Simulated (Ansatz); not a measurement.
Which method gave which barrier?

Saddle point of Si$_{2}$NH$_{7}$, closed shell (Si₂NH₇ ([NH2][SiH2][SiH3]) → Si₂H₄ ([SiH][SiH3]) + NH₃ (still joined by a long Si–N bond); bonds formed: N2–H3; bonds broken: Si1–H3; bonds weakened to dative contacts: Si1–N2), PBE0-D4/def2-TZVP structure:

Si1  (-0.637, -0.787, 0.122)
N2  (1.177, -1.322, 0.020)
H3  (0.136, -2.105, -0.410)
H4  (-0.843, -0.959, 1.594)
Si5  (-0.801, 1.528, -0.256)
H6  (1.800, -1.397, 0.817)
H7  (1.677, -1.107, -0.831)
H8  (0.104, 2.301, 0.646)
H9  (-0.415, 1.849, -1.659)
H10  (-2.198, 2.000, -0.045)
(Å)

Program: Ansatz 0.2.0. Basis: def2-TZVPP, with def2-QZVPP for the basis limit. Cores are frozen in the correlated methods. B3LYP uses VWN-RPA correlation. Extrapolation: Hartree–Fock as exp(−7.88 √X), correlation as X^−2.97. Four methods, as single points on the PBE0-D4 structures, gave these electronic barriers from the start structure: 2.498, 3.004, 3.341, 3.855 eV.

Q: The methods were, in alphabetical order, B3LYP-D4, BHLYP-D4, HF, SPW92. Which gave which? (Judge from chemistry; the calculation decides.)

A: Computed: SPW92 2.498; B3LYP-D4 3.004; BHLYP-D4 3.341; HF 3.855 eV. For comparison, CCSD(T) at an estimated basis limit (MP2 extrapolated from triple and quadruple zeta, plus CCSD(T) − MP2 in triple zeta) gives 3.107 eV.

The T1 diagnostic stays at or below 0.015. The restricted Hartree–Fock reference is unstable towards an unrestricted one at one or more of these structures.

Losses and insertions of silylenes and their heavier kin drive the gas-phase chemistry of silicon and germanium vapour deposition.

Labels in which every atom is bracketed show which atoms are joined, not bond orders.

For scale, one of the runs: CCSD(T)/def2-TZVPP, 213 basis functions, launched by `ansatz run in.yaml --threads 2 --pin off --events-out ev --progress --plain --max-ram 4352MiB`. Time: 46 s of wall clock on 2 CPU threads of an AMD EPYC 7R43; the host was shared. Peak host memory: 2.8 GiB.
